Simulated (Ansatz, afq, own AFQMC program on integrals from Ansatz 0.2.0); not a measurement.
**AlSiH3ClF, singlet: AFQMC among the cluster methods**

```yaml
atoms:
  - { symbol: F, position_ang: [-0.4566, -2.4451, 0.8086] }
  - { symbol: Al, position_ang: [-0.7821, -1.0684, -0.0666] }
  - { symbol: Si, position_ang: [0.7081, 0.8451, 0.0899] }
  - { symbol: Cl, position_ang: [-2.5020, -1.1322, -1.2628] }
  - { symbol: H, position_ang: [2.0824, 0.4487, -0.3489] }
  - { symbol: H, position_ang: [0.7853, 1.3182, 1.5070] }
  - { symbol: H, position_ang: [0.2262, 1.9658, -0.7730] }
```

Basis def2-TZVP. Only valence electrons are correlated. Ansatz 0.2.0 and our own AFQMC program on the same integrals; the CISD trial comes from CCSD amplitudes, and released means the phaseless constraint is let go. Error bars are statistical, one sigma.

Determinant: RHF, the one that the program's search chose, which needn't be the lowest solution. The geometry is a PBE0/def2-SVP stationary point of this or a neighbouring charge and spin state.

No full CI on the walks' own integrals is used here. The released AFQMC energy serves as the reference, which it does only where one determinant dominates, the energy is flat over the last release times and near the phaseless one (40 meV or 2 meV an electron, half that with transition metals). On small molecules, where full CI could be run and the noise was under 10 meV, such values lay within 10 meV of it in 19 cases of 20, a flattering rate, since the rule was set on those same cases; what remains of the bias isn't in the error bar.

Cautions: the released value is read at 0.90 1/Eh with a noise of 16 meV, more than in the cases checked (meV from the phaseless value at times in 1/Eh: 16 ± 9 at 0.21, 23 ± 13 at 0.42, 19 ± 10 at 0.63, 25 ± 16 at 0.90).

The T1 diagnostic is 0.0126 and the weight of the determinant in the CISD state is 0.794. The size of the correlated space is 24 electrons in 144 orbitals.

```tsv
level	correlation energy (eV)
MP2	-16.9277
CCSD	-18.1909
CCSD(T)	-18.8079
```

Question: Estimate where phaseless AFQMC with a CISD trial lies against CCSD(T) on the same integrals.

Answer: 7.5 ± 0.9 kJ/mol below CCSD(T).

Reference: AFQMC with the constraint released, correlation energy -18.861 ± 0.016 eV.

| level | E − E(reference) (kJ/mol) | share of correlation (%) |
| --- | --- | --- |
| CCSD(T) | 5.1 ± 1.6 | 99.72 |
| ph-AFQMC/CISD | -2.4 ± 1.8 | 100.13 |

Released energies are given only where the last usable release times agree within the noise; a slower fall can still hide under it.
